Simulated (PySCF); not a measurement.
# Oxygen: a sound run and one with changed settings

Sound run: O [He] 2s2 2p4, O+ [He] 2s2 2p3. Calculation: PySCF 2.14, in jorge-DZP-DKH (4s2p1d, 15 functions); scalar relativity by spin-free X2C-1e. In the sound run the correlated levels freeze 1s2. The sound run starts from symmetry-adapted Hartree-Fock orbitals and uses a fine grid where one is needed.

Changed run: a valence shell is frozen. This setting is unsound on purpose.

```
species   method  sound run (hartree)  changed run (hartree)  converged
      O      MP2            -74.95532              -74.90272        yes
      O  CCSD(T)            -74.97119              -74.90992        yes
     O+      MP2            -74.48350              -74.43108        yes
     O+  CCSD(T)            -74.49823              -74.43383        yes
```

Ionisation energy of O:

```tsv
method	sound run (eV)	changed run (eV)
UHF	11.988	11.988
MP2	12.839	12.834
SCS-MP2	12.835	12.940
CCSD	12.853	12.944
CCSD(T)	12.870	12.955
```

Freezing a valence shell removes pair correlation that changes on ionisation.

For comparison, NIST gives 13.618 eV between the lowest levels.
